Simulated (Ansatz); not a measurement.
**Two structures, one formula**

Two isomers of CH4NS (charge +1), singlet, relaxed at PBE0-D4/def2-TZVP (vibrations not checked).

A:

```
7
angstrom
N -0.4019 0.4070 0.0148
C 0.4547 -0.4475 0.4756
S 1.7273 -0.0345 1.4995
H -1.1486 0.1059 -0.5980
H 2.2054 -1.2883 1.5997
H -0.3660 1.3943 0.2405
H 0.3278 -1.4831 0.1728
```

B:

```xyz
7
angstrom
N -0.7375 0.5950 -0.6239
C 0.1407 -0.1399 0.3483
S 1.5295 -0.7319 -0.0911
H -1.6500 0.1350 -0.7226
H -0.2780 0.6195 -1.5407
H -0.3282 -0.1804 1.3305
H -0.9107 1.5584 -0.3142
```

Computed with Ansatz 0.2.0 (basis: def2-TZVPP); correlated methods freeze the cores. B3LYP uses VWN-RPA correlation.

(1) Which structure is lower at CCSD(T), and by how much? (Judge from chemistry; the value comes from the calculation.)

T1 diagnostic: at most 0.017. The restricted Hartree–Fock reference is unstable towards an unrestricted one at one or more of these structures.

Results:

(1) The calculation gives: A, by 17.20 kcal/mol (electronic energy, against the other). By their contacts, A is CH₄NS ([NH2][CH][SH]), total charge +1 and B is CH₄NS ([NH3][CH][S]), total charge +1.

All methods give the same order:

```json
{"method": "PBE-D4", "E(B) − E(A) (kcal/mol)": "21.67"}
{"method": "r2SCAN-D4", "E(B) − E(A) (kcal/mol)": "22.76"}
{"method": "PBE0-D4", "E(B) − E(A) (kcal/mol)": "21.83"}
{"method": "B3LYP-D4", "E(B) − E(A) (kcal/mol)": "21.63"}
{"method": "wB97M-V", "E(B) − E(A) (kcal/mol)": "20.10"}
{"method": "HF", "E(B) − E(A) (kcal/mol)": "23.74"}
{"method": "MP2", "E(B) − E(A) (kcal/mol)": "16.71"}
{"method": "CCSD", "E(B) − E(A) (kcal/mol)": "17.90"}
{"method": "CCSD(T)", "E(B) − E(A) (kcal/mol)": "17.20"}
```

Labels in which every atom is bracketed show which atoms are joined, not bond orders.
